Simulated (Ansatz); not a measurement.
# SiH₄+ (doublet): wave-function methods side by side, 6-31G

How much of the correlation energy of SiH₄+ (doublet) does each wave-function method recover here?

The runs use Ansatz 0.2.0, Gaussian basis; 6-31G, core rule «outside noble gas», up to 5 orbitals frozen.

Plan: UHF; CCSD(T) on ROHF; CCSD(T) on UHF; BCCD(T) on ROHF; CISD; CCSDT(Q) on ROHF; CCSDT(Q) on UHF; CISDTQ; CCSDTQ on ROHF; CCSDTQ on UHF; CASSCF and MRCISD+Q, 7 electrons in 8 orbitals; CASSCF and NEVPT2, 7 electrons in 8 orbitals; Full CI; Full CI in the symmetry of the determinant.

17 further runs of the same task are left out: 7 that didn't finish, 10 set aside as unsound or not needed.

**1. The geometry**

The geometry is a PBE0/def2-TZVP stationary point (not a proven minimum) of the parent state, kept for this charge and spin.

5 atoms, charge 1, spin multiplicity 2.

Atoms are counted from 1 here; the program's logs count them from 0.

Bond lengths: Si1–H2 1.485 Å, Si1–H3 1.485 Å, Si1–H4 1.485 Å, Si1–H5 1.485 Å. Angles: H2–Si1–H3 109.5°, H2–Si1–H4 109.5°, H2–Si1–H5 109.5°, H3–Si1–H4 109.5°, H3–Si1–H5 109.5°, H4–Si1–H5 109.5°.

**2. UHF**

in.yaml reads:

```yaml
crystal:
  periodic: [false, false, false]
  atoms:
    - {symbol: Si, position_ang: [0.000000, 0.000000, 0.000000]}
    - {symbol: H, position_ang: [0.855850, 0.858745, 0.856831]}
    - {symbol: H, position_ang: [-0.859551, -0.854424, 0.857445]}
    - {symbol: H, position_ang: [-0.854730, 0.855535, -0.861149]}
    - {symbol: H, position_ang: [0.858431, -0.859856, -0.853127]}
basis:
  gaussian: {orbitals: 6-31G}
total_charge: 1
magnetization: {spin_polarized: true, initial_magnetization: 1}
hamiltonian: {xc: hf}
output: {orbitals: {seedname: orbitals}}
```

The run is started by

```sh
$ ansatz run in.yaml --threads 1 --pin off --events-out ev --progress --plain --max-ram 2393MiB
```

The runs that follow: CCSD(T) on ROHF; CCSD(T) on UHF; BCCD(T) on ROHF; CISD; CCSDT(Q) on ROHF; CCSDT(Q) on UHF; CISDTQ; CCSDTQ on ROHF; CCSDTQ on UHF; CASSCF and MRCISD+Q, 7 electrons in 8 orbitals; CASSCF and NEVPT2, 7 electrons in 8 orbitals; Full CI; Full CI in the symmetry of the determinant.

**Question.** What will the summary of the whole plan be? Wanted: FCI below the RHF energy; RMP2 from FCI; UMP2 from FCI; RCCSD from FCI; RCCSD(T) from FCI; UCCSD(T) from FCI; RCCSDT(Q) from FCI; UCCSDT(Q) from FCI; NEVPT2 valence from FCI.

As calculated:

| quantity | value |
| --- | --- |
| FCI below the RHF energy | -2.1377 eV |
| RMP2 from FCI | +741.3 meV |
| UMP2 from FCI | +740.9 meV |
| RCCSD from FCI | +45.1 meV |
| RCCSD(T) from FCI | +14.5 meV |
| UCCSD(T) from FCI | +14.4 meV |
| RCCSDT(Q) from FCI | +0.2 meV |
| UCCSDT(Q) from FCI | +0.1 meV |
| NEVPT2 valence from FCI | +106.6 meV |
| MRCISD+Q valence from FCI | +6.1 meV |
| levels within 1 kcal/mol (43 meV) | UCCSD, RCCSD(T), UCCSD(T), BCCD(T), RCCSDT, UCCSDT, CISDTQ, RCCSDT(Q), UCCSDT(Q), RCCSDTQ, UCCSDTQ, MRCISD valence, MRCISD+Q valence |
| T1 diagnostic | 0.026 |
| effectively unpaired electrons | 1.04 |

In words: RCCSD(T) lands +14.5 meV from the yardstick (0.7 % of the correlation energy). One determinant dominates. Of the multireference levels listed MRCISD+Q valence comes nearest in total energy (+6.1 meV), which doesn't show that its space is the better one. Coupled cluster took another determinant than the lowest Hartree-Fock one. These misses are within one basis, not against nature; the frozen cores of restricted and unrestricted runs differ, which can shift their rows.
